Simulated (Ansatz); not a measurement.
Nudged elastic band run: BClFH3

The input (input.yaml):

```yaml
crystal:
  periodic: [false, false, false]
  atoms:
    - { symbol: B, position_ang: [0.017474, -0.487417, -0.039458] }
    - { symbol: F, position_ang: [0.033912, -0.886132, 1.223167] }
    - { symbol: Cl, position_ang: [1.515947, -0.518226, -0.943641] }
    - { symbol: H, position_ang: [-1.005086, -0.126082, -0.552165] }
    - { symbol: H, position_ang: [0.389021, 2.396117, 0.786457] }
    - { symbol: H, position_ang: [0.197232, 2.08534, 1.454842] }
basis:
  gaussian: { orbitals: cc-pVDZ }
hamiltonian:
  xc: pbe0
  dispersion: d4
neb:
  order_check: false
  images: 9
  f_tol: 0.03
  max_iterations: 60
  final_atoms:
    - { symbol: B, position_ang: [-0.06401909, 0.59180429, -0.24383229] }
    - { symbol: F, position_ang: [-0.06102187, 0.3438397, 1.69876133] }
    - { symbol: Cl, position_ang: [1.58892482, -0.09060543, -0.50646809] }
    - { symbol: H, position_ang: [-0.97713664, -0.14538536, -0.49229024] }
    - { symbol: H, position_ang: [-0.13913114, 1.78902563, -0.24558617] }
    - { symbol: H, position_ang: [0.80088393, -0.02507884, 1.71861746] }
  initial_path:
    images:
      - { positions_ang: [[0.017474, -0.487417, -0.039458], [0.033912, -0.886132, 1.223167], [1.515947, -0.518226, -0.943641], [-1.005086, -0.126082, -0.552165], [0.389021, 2.396117, 0.786457], [0.197232, 2.08534, 1.454842]] }
      - { positions_ang: [[0.01251814, -0.39095233, -0.02933213], [0.02490749, -0.70048459, 1.31463358], [1.53381721, -0.4271692, -0.93769103], [-1.01131831, -0.101209, -0.55903379], [0.37850875, 2.19268195, 0.71772793], [0.21006671, 1.89073317, 1.42289743]] }
      - { positions_ang: [[0.00756228, -0.29448766, -0.01920626], [0.01590298, -0.51483719, 1.40610016], [1.55168742, -0.33611239, -0.93174106], [-1.01755061, -0.07633601, -0.56590257], [0.3679965, 1.9892469, 0.64899886], [0.22290142, 1.69612635, 1.39095287]] }
      - { positions_ang: [[0.00260643, -0.19802299, -0.00908039], [0.00689847, -0.32918978, 1.49756674], [1.56955763, -0.24505559, -0.92579109], [-1.02378292, -0.05146301, -0.57277136], [0.35748425, 1.78581185, 0.58026979], [0.23573614, 1.50151952, 1.3590083]] }
      - { positions_ang: [[-0.00234943, -0.10155831, 0.00104548], [-0.00210604, -0.14354237, 1.58903332], [1.58742785, -0.15399879, -0.91984112], [-1.03001522, -0.02659001, -0.57964014], [0.346972, 1.5823768, 0.51154073], [0.24857085, 1.30691269, 1.32706373]] }
      - { positions_ang: [[-0.00730529, -0.00509364, 0.01117136], [-0.01111055, 0.04210503, 1.68049991], [1.60529806, -0.06294199, -0.91389116], [-1.03624753, -0.00171702, -0.58650893], [0.33645975, 1.37894175, 0.44281166], [0.26140556, 1.11230586, 1.29511917]] }
      - { positions_ang: [[-0.01864805, 0.11428594, -0.03982937], [-0.02109282, 0.10245197, 1.68415219], [1.60202341, -0.06847467, -0.83240654], [-1.02442535, -0.03045069, -0.56766519], [0.24134157, 1.46095853, 0.30513209], [0.36930123, 0.88482892, 1.37981883]] }
      - { positions_ang: [[-0.02999081, 0.23366553, -0.0908301], [-0.03107508, 0.1627989, 1.68780447], [1.59874876, -0.07400736, -0.75092193], [-1.01260317, -0.05918435, -0.54882146], [0.1462234, 1.5429753, 0.16745253], [0.47719691, 0.65735198, 1.46451848]] }
      - { positions_ang: [[-0.04133357, 0.35304512, -0.14183083], [-0.04105734, 0.22314584, 1.69145676], [1.59547411, -0.07954005, -0.66943732], [-1.000781, -0.08791802, -0.52997772], [0.05110522, 1.62499208, 0.02977296], [0.58509258, 0.42987504, 1.54921814]] }
      - { positions_ang: [[-0.05267633, 0.4724247, -0.19283156], [-0.05103961, 0.28349277, 1.69510904], [1.59219946, -0.08507274, -0.58795271], [-0.98895882, -0.11665169, -0.51113398], [-0.04401296, 1.70700886, -0.1079066], [0.69298826, 0.2023981, 1.6339178]] }
      - { positions_ang: [[-0.06401909, 0.59180429, -0.24383229], [-0.06102187, 0.3438397, 1.69876133], [1.58892482, -0.09060543, -0.50646809], [-0.97713664, -0.14538536, -0.49229024], [-0.13913114, 1.78902563, -0.24558617], [0.80088393, -0.02507884, 1.71861746]] }
```

Command:

```bash
$ ansatz run input.yaml --threads 1 --pin off --max-ram 2048MiB --backend cpu --events-out ev --progress --plain --runs-dir out
```

Output, in part (warnings, iteration lines, the closing report on the highest movable image, with atoms numbered from 0):

```
NEB end point (image 0): max|allowed force component| = 4.608e-3 eV/Å (the criterion of neb.relax_end_points is 1.000e-2)
NEB end point (image 10): max|allowed force component| = 5.477e-3 eV/Å (the criterion of neb.relax_end_points is 1.000e-2)
NEB iter   1: max|band force component| = 3.802e1 eV/Å  barrier→ = 5.6367 eV  barrier← = 4.5275 eV  Δτ_max = 0.1999 Å  (262 SCF iters)
NEB iter   2: max|band force component| = 2.278e0 eV/Å  barrier→ = 1.8464 eV  barrier← = 0.7372 eV  Δτ_max = 0.2000 Å  (301 SCF iters)
NEB iter   3: max|band force component| = 6.176e0 eV/Å  barrier→ = 1.5733 eV  barrier← = 0.4641 eV  Δτ_max = 0.0993 Å  (261 SCF iters)
NEB iter   4: max|band force component| = 7.902e-1 eV/Å  barrier→ = 1.5845 eV  barrier← = 0.4753 eV  Δτ_max = 0.1837 Å  (258 SCF iters)
NEB iter   5: max|band force component| = 1.291e0 eV/Å  barrier→ = 1.8861 eV  barrier← = 0.7769 eV  Δτ_max = 0.0861 Å  (257 SCF iters)
NEB iter   6: max|band force component| = 1.282e0 eV/Å  barrier→ = 1.7862 eV  barrier← = 0.6770 eV  Δτ_max = 0.0858 Å  (260 SCF iters)
NEB iter   7: max|band force component| = 5.571e-1 eV/Å  barrier→ = 1.6814 eV  barrier← = 0.5722 eV  Δτ_max = 0.0342 Å  (261 SCF iters)
NEB iter   8: max|band force component| = 6.188e-1 eV/Å  barrier→ = 1.6637 eV  barrier← = 0.5545 eV  CI = image 5  Δτ_max = 0.0689 Å  (264 SCF iters)
NEB iter   9: max|band force component| = 2.444e-1 eV/Å  barrier→ = 1.7195 eV  barrier← = 0.6103 eV  CI = image 5  Δτ_max = 0.0955 Å  (257 SCF iters)
NEB iter  10: max|band force component| = 1.556e0 eV/Å  barrier→ = 1.7153 eV  barrier← = 0.6061 eV  CI = image 5  Δτ_max = 0.0493 Å  (244 SCF iters)
NEB iter  11: max|band force component| = 5.190e-1 eV/Å  barrier→ = 1.7143 eV  barrier← = 0.6051 eV  CI = image 5  Δτ_max = 0.0955 Å  (225 SCF iters)
NEB iter  12: max|band force component| = 2.556e-1 eV/Å  barrier→ = 1.7140 eV  barrier← = 0.6048 eV  CI = image 5  Δτ_max = 0.0677 Å  (222 SCF iters)
NEB iter  13: max|band force component| = 3.546e-1 eV/Å  barrier→ = 1.7140 eV  barrier← = 0.6048 eV  CI = image 5  Δτ_max = 0.0346 Å  (202 SCF iters)
NEB iter  14: max|band force component| = 5.264e-2 eV/Å  barrier→ = 1.7140 eV  barrier← = 0.6048 eV  CI = image 5  Δτ_max = 0.0684 Å  (184 SCF iters)
NEB iter  15: max|band force component| = 7.231e-1 eV/Å  barrier→ = 1.7140 eV  barrier← = 0.6048 eV  CI = image 5  Δτ_max = 0.0339 Å  (183 SCF iters)
NEB iter  16: max|band force component| = 3.261e-1 eV/Å  barrier→ = 1.7140 eV  barrier← = 0.6048 eV  CI = image 5  Δτ_max = 0.0328 Å  (181 SCF iters)
NEB iter  17: max|band force component| = 4.994e-1 eV/Å  barrier→ = 1.7140 eV  barrier← = 0.6048 eV  CI = image 5  Δτ_max = 0.0165 Å  (173 SCF iters)
NEB iter  18: max|band force component| = 1.247e-1 eV/Å  barrier→ = 1.7140 eV  barrier← = 0.6048 eV  CI = image 5  Δτ_max = 0.0330 Å  (171 SCF iters)
NEB iter  19: max|band force component| = 2.162e-1 eV/Å  barrier→ = 1.7140 eV  barrier← = 0.6048 eV  CI = image 5  Δτ_max = 0.0165 Å  (169 SCF iters)
NEB iter  20: max|band force component| = 1.784e-1 eV/Å  barrier→ = 1.7140 eV  barrier← = 0.6048 eV  CI = image 5  Δτ_max = 0.0165 Å  (158 SCF iters)
NEB iter  21: max|band force component| = 1.637e-1 eV/Å  barrier→ = 1.7140 eV  barrier← = 0.6048 eV  CI = image 5  Δτ_max = 0.0083 Å  (160 SCF iters)
NEB iter  22: max|band force component| = 1.141e-1 eV/Å  barrier→ = 1.7140 eV  barrier← = 0.6048 eV  CI = image 5  Δτ_max = 0.0041 Å  (169 SCF iters)
NEB iter  23: max|band force component| = 4.915e-2 eV/Å  barrier→ = 1.7140 eV  barrier← = 0.6048 eV  CI = image 5  Δτ_max = 0.0083 Å  (153 SCF iters)
NEB iter  24: max|band force component| = 1.145e-1 eV/Å  barrier→ = 1.7140 eV  barrier← = 0.6048 eV  CI = image 5  Δτ_max = 0.0041 Å  (157 SCF iters)
NEB iter  25: max|band force component| = 4.280e-2 eV/Å  barrier→ = 1.7140 eV  barrier← = 0.6048 eV  CI = image 5  Δτ_max = 0.0083 Å  (143 SCF iters)
NEB iter  26: max|band force component| = 7.141e-2 eV/Å  barrier→ = 1.7140 eV  barrier← = 0.6048 eV  CI = image 5  Δτ_max = 0.0041 Å  (149 SCF iters)
NEB iter  27: max|band force component| = 6.522e-2 eV/Å  barrier→ = 1.7140 eV  barrier← = 0.6048 eV  CI = image 5  Δτ_max = 0.0021 Å  (147 SCF iters)
NEB iter  28: max|band force component| = 3.601e-2 eV/Å  barrier→ = 1.7140 eV  barrier← = 0.6048 eV  CI = image 5  Δτ_max = 0.0041 Å  (138 SCF iters)
NEB iter  29: max|band force component| = 3.683e-2 eV/Å  barrier→ = 1.7140 eV  barrier← = 0.6048 eV  CI = image 5  Δτ_max = 0.0021 Å  (144 SCF iters)
NEB iter  30: max|band force component| = 8.634e-3 eV/Å  barrier→ = 1.7140 eV  barrier← = 0.6048 eV  CI = image 5  Δτ_max = 0.0000 Å  (372 SCF iters)
Total energy: -15957.08260408 eV, -586.4119696007 hartree
Atom 0 at     0.091530     0.274350     0.001686 Å, force     0.000002    -0.000001     0.000002 eV/Å
Atom 1 at     0.104042    -0.121447     1.580814 Å, force    -0.000001     0.000000    -0.000000 eV/Å
Atom 2 at     1.571826    -0.262072    -0.809022 Å, force    -0.000000     0.000000    -0.000001 eV/Å
Atom 3 at    -0.983861     0.037875    -0.468171 Å, force     0.000000     0.000001     0.000000 eV/Å
Atom 4 at     0.188729     1.546780     0.359765 Å, force     0.000000     0.000001    -0.000000 eV/Å
Atom 5 at     0.176232     0.988113     1.264129 Å, force    -0.000001    -0.000001    -0.000000 eV/Å
Dipole moment:    -0.153514     0.334751     0.172649 e Å
```

The forces met the threshold. A vibrational analysis at the climbing image gives one clearly imaginary mode, 1137i cm⁻¹: a first-order saddle point. The orbitals stay closed-shell, which can raise the energy where a bond breaks towards radicals; this wasn't checked here.

Final band (atoms are numbered from 1 in the order of the input):

```
image  path coordinate (Å)  energy (eV)  B1–F2 (Å)  H5–H6 (Å)  B1–H5 (Å)
    0                 0.00         0.00       1.32       0.76       3.02
    1                 0.41         0.01       1.33       0.76       2.66
    2                 0.83         0.09       1.33       0.76       2.29
    3                 1.24         0.32       1.34       0.77       1.91
    4                 1.66         0.96       1.42       0.82       1.54
    5                 2.07         1.71       1.63       1.06       1.33
    6                 2.54         1.32       1.95       1.54       1.23
    7                 3.01         1.19       2.07       2.11       1.21
    8                 3.47         1.17       2.07       2.47       1.20
    9                 3.94         1.14       2.03       2.70       1.20
   10                 4.41         1.11       1.96       2.83       1.20
```

Time of the run: 7.4 min on 1 thread of Arm Neoverse V1, on a shared host, peak memory 0.12 GiB.
